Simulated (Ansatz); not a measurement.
CCSD(T) forces

Si2H3O (charge +1), closed shell, displaced at random from a GFN2-xTB minimum.

```
6
angstrom
O -1.1793 -1.3690 -0.6096
Si -0.3205 -1.0683 0.9773
Si 0.9480 0.6655 0.0751
H -2.0357 -1.7589 -0.7807
H 1.7955 1.7056 -0.8633
H 0.8351 1.7546 1.3999
```

Program: Ansatz 0.2.0. Basis: def2-TZVPP. Cores are frozen in the correlated methods.

CCSD(T) forces from the calculation:
```json
{"atom": "O1", "Fx": "2.619", "Fy": "1.480", "Fz (eV/Å)": "2.879"}
{"atom": "Si2", "Fx": "-3.118", "Fy": "-2.534", "Fz (eV/Å)": "-2.651"}
{"atom": "Si3", "Fx": "1.842", "Fy": "4.688", "Fz (eV/Å)": "0.304"}
{"atom": "H4", "Fx": "-0.381", "Fy": "-0.369", "Fz (eV/Å)": "0.515"}
{"atom": "H5", "Fx": "-0.902", "Fy": "-1.603", "Fz (eV/Å)": "0.691"}
{"atom": "H6", "Fx": "-0.061", "Fy": "-1.662", "Fz (eV/Å)": "-1.737"}
```

Root-mean-square difference of the force components from those of CCSD(T): PBE0-D4 0.095; wB97M-V 0.079; r2SCAN-D4 0.143; PBE-D4 0.325; revPBE-D4 0.342; SPW92 0.385 eV/Å.

No T1 diagnostic of these runs exceeds 0.025. The restricted Hartree–Fock reference is unstable towards an unrestricted one here. These are differences at one structure, and CCSD(T) in triple zeta is itself an approximation.

For scale, one of the runs: CCSD(T)/def2-TZVPP forces, 157 basis functions (an equivalent command: `ansatz run in.yaml --threads 4`). Hardware: 4 CPU threads, shared host. Wall time 21 s; peak host memory 2.1 GiB.
